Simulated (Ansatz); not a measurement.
# ClFHSi radical: a ladder of functionals and wavefunction methods

How much do the methods differ for ClFHSi radical? The plan is to run it at one geometry with functionals of several rungs and with coupled cluster, and see how far each lands from CCSD(T) at the basis-set limit for the atomisation energy.

Program: Ansatz 0.2.0, Gaussian basis. Level of theory: functionals in def2-TZVPP, the program's frozen cores in correlated methods. These are calculated values, not measurements.

Plan: LDA (SPW92), PBE-D4, revPBE-D4, BLYP-D4, r2SCAN-D4, B97M-V, PBE0-D4, B3LYP-D4, r2SCANh-D4, r2SCAN0-D4, HSE06-D4, BHLYP-D4, CAM-B3LYP-D4, LC-ωPBE, ωB97X-V, ωB97M-V, B2PLYP, PBE-QIDH; CCSD(T)/def2-SVP; CCSD(T)/def2-TZVPP; CCSD(T)/def2-QZVPP; extrapolation to the limit; RPA on PBE.

## Step 1: The relaxed structure

An earlier PBE0-D4 in a triple-zeta def2 set relaxation fixed the geometry.

SMILES `F[SiH]Cl`, 4 atoms, charge 0, spin multiplicity 2.

Atoms are counted from 1 here; the program's logs count them from 0.

Bond lengths: F1–Si2 1.595 Å, Si2–Cl3 2.044 Å, Si2–H4 1.491 Å. Angles: F1–Si2–Cl3 108.5°, F1–Si2–H4 107.3°, Cl3–Si2–H4 108.4°.

## Step 2: LDA

This LDA is Slater exchange with PW92 correlation.

Contents of in.yaml:

```yaml
crystal:
  periodic: [false, false, false]
  atoms:
    - {symbol: F, position_ang: [-1.027828, -0.370258, 1.082681]}
    - {symbol: Si, position_ang: [-0.251690, -0.252407, -0.306222]}
    - {symbol: Cl, position_ang: [1.745999, -0.508212, 0.042431]}
    - {symbol: H, position_ang: [-0.466482, 1.130877, -0.818890]}
basis:
  gaussian: {orbitals: def2-TZVPP}
magnetization: {spin_polarized: true, initial_magnetization: 1}
hamiltonian: {xc: lda}
output: {orbitals: {seedname: orbitals}}
```

On the command line:

```sh
ansatz run in.yaml --threads 2 --pin off --events-out ev --progress --plain --max-ram 22528MiB --backend cpu
```

Further steps of the session: PBE-D4 (GGA); revPBE-D4 (GGA); BLYP-D4 (GGA); r2SCAN-D4 (meta-GGA); B97M-V (meta-GGA); B3LYP-D4 (hybrid); r2SCANh-D4 (hybrid); r2SCAN0-D4 (hybrid); HSE06-D4 (hybrid); BHLYP-D4 (hybrid); CAM-B3LYP-D4 (range-separated); LC-ωPBE (range-separated); ωB97X-V (range-separated); ωB97M-V (range-separated); B2PLYP (double hybrid); PBE-QIDH (double hybrid); CCSD(T) in def2-SVP; CCSD(T) in def2-TZVPP; CCSD(T) in def2-QZVPP; RPA on PBE orbitals.

Q: Predict the results of all the runs planned. Wanted: atomisation energy, CCSD(T)/CBS; farthest beyond LDA; mean size of error, GGA; mean size of error, meta-GGA; mean size of error, hybrid; mean size of error, range-separated; mean size of error, double hybrid; gap, smallest and largest; T1 diagnostic.

As calculated:

```
                               quantity                                     value
        atomisation energy, CCSD(T)/CBS                                 13.117 eV
    functionals within 0.066 eV (0.5 %)               B97M-V, r2SCANh-D4, ωB97X-V
                    farthest beyond LDA                      BHLYP-D4 (-0.602 eV)
                mean size of error, GGA                                  0.176 eV
           mean size of error, meta-GGA                                  0.086 eV
             mean size of error, hybrid                                  0.227 eV
    mean size of error, range-separated                                  0.085 eV
      mean size of error, double hybrid                                  0.226 eV
              gap, smallest and largest  1.29 eV (LDA (SPW92)), 9.00 eV (LC-ωPBE)
                          T1 diagnostic                                    0.0134
triples share of the correlation energy                                     3.4 %
```

In words: LDA overbinds by 1.842 eV (14 %). PBE-D4 misses by +0.117 eV. Double hybrids carry the basis error of their MP2 part in triple zeta, and no dispersion term here, so their miss is partly the set-up's. Taken by rung, range-separated functionals do best (0.085 eV on average) and hybrid ones worst beyond LDA (0.227 eV). The gap between the best rungs is small, so their order is not settled. The mean of the hybrids holds BHLYP, with half exact exchange. Misses under about 0.066 eV are within the doubt on the reference itself, which lacks core-valence correlation, relativity and higher excitations. Hartree-Fock recovers 75 % of the binding; the rest is correlation. CCSD(T) in def2-SVP is off by -1.460 eV, more than most functionals: a good method in a small basis is no reference. The gap grows from 1.3 to 9.0 eV across the functionals, mostly with the share of exact exchange.
